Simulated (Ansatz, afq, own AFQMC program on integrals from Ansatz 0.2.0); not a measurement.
# Atomization energy of CH$_{2}$O, triplet, worked out

```
atom   x (Å)    y (Å)    z (Å)
   O  0.0000   0.0000   0.6438
   C  0.0000   0.0000  -0.6606
   H  0.0000  -0.9567  -1.1734
   H  0.0000   0.9567  -1.1734
```

Connectivity, by distances: O–CH2.

Basis cc-pVDZ. Only valence electrons are correlated. AFQMC by an in-house program on the Cholesky factors that Ansatz 0.2.0 writes for its CCSD(T) run. ph-AFQMC/CISD is guided by a CISD state made of CCSD amplitudes; releasing the constraint for a short imaginary time cuts its bias at the price of noise, slowly where states lie close. ± is one standard error of the sampling.

Total energies in eV. CBS is CCSD(T) at the limit of def2-TZVPP/QZVPP (extrapolated itself); the highest rung of each member is named.

Cautions: CH₂O (triplet): another spin lies lower.

```json
{"member": "O (triplet)", "count": "+1", "CCSD(T)/cc-pVDZ": "-2038.4036", "highest rung in cc-pVDZ": "-2038.4088", "which": "FCI", "CCSD(T)/CBS": "-2040.9924"}
{"member": "C (triplet)", "count": "+1", "CCSD(T)/cc-pVDZ": "-1027.5122", "highest rung in cc-pVDZ": "-1027.5214", "which": "FCI", "CCSD(T)/CBS": "-1028.3149"}
{"member": "H (doublet)", "count": "+2", "CCSD(T)/cc-pVDZ": "-13.5861", "highest rung in cc-pVDZ": "-13.5861", "which": "FCI", "CCSD(T)/CBS": "-13.6059"}
{"member": "CH₂O, triplet", "count": "-1", "CCSD(T)/cc-pVDZ": "-3104.8102", "highest rung in cc-pVDZ": "-3104.8459", "which": "CCSDT(Q)", "CCSD(T)/CBS": "-3109.3985"}
```

**Question.** Work out the best estimate of the atomization energy: the CCSD(T)/CBS difference plus the step from CCSD(T) to the highest rung.

**Answer.** Sums with the counts: CCSD(T)/CBS 12.8794 eV, highest rung 11.7435 eV, CCSD(T)/cc-pVDZ 11.7222 eV. The step is 11.7435 − 11.7222 = 0.0213 eV, so the best estimate is 12.8794 + (0.0213) = 12.9007 eV = 297.5 kcal/mol. The basis set is worth 1.157 eV of it. Zero-point, core-correlation and spin–orbit terms aren't in it.

Best estimates are given only where the step beyond CCSD(T) is under 0.3 eV and no member's determinant is very poor (T1 over 0.05, or 0.07 for open shells, ⟨S²⟩ too high by 0.3, two states mixed), so the hardest cases are missing from such tables.

CCSDT and higher add their correlation energy to the determinant of the CCSD(T) run, since their own runs factorise the integrals more tightly (a shift of under 2 meV). Each member of a difference takes its own highest rung, so a best estimate needn't equal the limit plus the step of one row.
